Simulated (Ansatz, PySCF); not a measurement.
Barrier height from CH3 (SMILES [CH3]) + H2 to the transition structure CH5, without zero-point energy, on the benchmark's geometries as Psi4's copy of the set gives them.
Transition structure (charge 0, multiplicity 2, Z-matrix in Å and degrees):
```
C
H 1 1.0831
H 1 1.0831 2 114.76
H 1 1.0831 2 114.76 3 136.09
H 1 1.3826 2 103.46 3 -111.96
H 5 0.9041 2 147.17 1 180.00
```
Reactant (charge 0, multiplicity 2):
```xyz
4

C      0.00000     0.00000     0.00000
H      0.00000     0.00000     1.07732
H      0.00000     0.93298    -0.53866
H      0.00000    -0.93298    -0.53866
```
Reactant (charge 0, multiplicity 1):
```xyz
2

H      0.00000     0.00000     0.00000
H      0.74188     0.00000     0.00000
```

Open shells are unrestricted; no spin–orbit coupling.

The values were computed with Ansatz (Gaussian orbitals); PySCF for the dispersion terms. 

One of these levels gives 86.8 kJ/mol for the barrier height. Which one is it?
A. PBE-D3(BJ)/def2-TZVPPD
B. B97M-V/def2-TZVPPD
C. revPBE-D4/def2-TZVPPD
D. HF/aug-cc-pVDZ

D, HF/aug-cc-pVDZ. The others give 13.5 (PBE-D3(BJ)/def2-TZVPPD), 21.4 (revPBE-D4/def2-TZVPPD), 29.2 (B97M-V/def2-TZVPPD)

Ansatz is a first-principles code.
